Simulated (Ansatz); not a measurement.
A-type hexagonal La2O3, relaxed in Ansatz (plane waves) with several semilocal functionals. Each gives its own volume and its own elastic constant C11:

```tsv
level	V0 (Å³/atom)	elastic constant C11 (GPa)	ln V0	ln C11
LDA	15.539	232.9	2.7434	5.4506
PBEsol	15.963	216.0	2.7703	5.3753
PBE	16.642	196.5	2.8119	5.2807
```

**Question.** Fit a straight line to ln C11 against ln V0. What does it predict for r²SCAN, whose volume is 16.430 Å³/atom?

**Answer.** With x = ln V0 and y = ln C11: means 2.77520 and 5.36887; Σ(Δx Δy) = -0.005866, Σ(Δx²) = 0.002382, so the slope is -2.46. At x = 2.7991 the line gives y = 5.36887 + (-2.46) × (2.7991 − 2.77520) = 5.3101, or 202.4 GPa. The run with r²SCAN gives 212.4 GPa, +4.9 % from the line. The rows used scatter about it by up to 0.6 %, while the largest value lies 19 % above the smallest.

Ansatz's density-functional and Hartree–Fock values are scalar-relativistic unless marked +SOC, with PAW data made under PBE.

Ansatz is a program for electronic structure.
